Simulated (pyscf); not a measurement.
Thermochemistry of product channels of HB=NH + hydrogen fluoride (HF) on the singlet surface, in kcal/mol, from ωB97M-D3(BJ)/def2-TZVP energies (ideal gas, 1 atm, RRHO with modes under 100 cm⁻¹ raised to 100, one conformer, R ln 2 for chiral ones without a mode under 150 cm⁻¹). Single points on ωB97X-D3(BJ)/def2-SVP structures (PySCF, gas phase).

```tsv
products	ΔE	ΔH(298 K)	ΔG(600 K)	ΔG(900 K)
H₂N–BH–F	-67.7	-64.6	-46.4	-36.9
HN=B–F + hydrogen (H₂)	-15.4	-18.1	-15.6	-14.8
```

These are energies of the channels, which say nothing of barriers.
